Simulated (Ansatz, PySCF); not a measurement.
This Ansatz (an electronic-structure program) input computes a BLYP/def2-TZVPD energy:

Ansatz 0.2 input:
```yaml
crystal:
  periodic: [false, false, false]
  atoms:
    - {symbol: C, position_ang: [-1.20822218, -0.14697636, -0.13555230]}
    - {symbol: C, position_ang: [0.18225778, 0.00356720, 0.02923127]}
    - {symbol: C, position_ang: [1.40777216, 0.15861700, 0.16390502]}
    - {symbol: H, position_ang: [-1.45787510, -0.96896555, -0.81442730]}
    - {symbol: H, position_ang: [-1.56493239, 0.78362294, -0.63542508]}
    - {symbol: H, position_ang: [-1.73558195, -0.19599924, 0.82275481]}
    - {symbol: H, position_ang: [2.46754283, 0.29009483, 0.28159360]}
basis:
  gaussian:
    orbitals: def2-TZVPD
hamiltonian:
  xc: {name: BLYP}
total_charge: 1
magnetization: {spin_polarized: true, initial_magnetization: 1}
output: {forces: true}
```

### Question
Write an input for the same energy in PySCF and say what it gives.

### Answer

```python
from pyscf import gto, scf, dft

mol = gto.M(
    atom='''
    C    -1.20822218   -0.14697636   -0.13555230
    C     0.18225778    0.00356720    0.02923127
    C     1.40777216    0.15861700    0.16390502
    H    -1.45787510   -0.96896555   -0.81442730
    H    -1.56493239    0.78362294   -0.63542508
    H    -1.73558195   -0.19599924    0.82275481
    H     2.46754283    0.29009483    0.28159360
    ''',
    basis='def2-tzvpd',
    charge=1,
    spin=1,
    verbose=4,
)

mf = dft.UKS(mol, xc='blyp').density_fit(auxbasis='def2-universal-jkfit')
mf.grids.level = 3
mf.conv_tol = 1e-9
mf.max_cycle = 100
mf.max_memory = 1500
mf.kernel()
if not mf.converged:
    mf = mf.newton()
    mf.kernel(mf.make_rdm1())
for _ in range(2):
    mo, _, stable, _ = mf.stability(return_status=True)
    if stable:
        break
    mf.kernel(mf.make_rdm1(mo, mf.mo_occ))
mf.analyze()
```
It gives -116.28198 Eh, and Ansatz -116.28189 Eh, a difference of 0.09 mEh, from the treatment of integrals and grids.
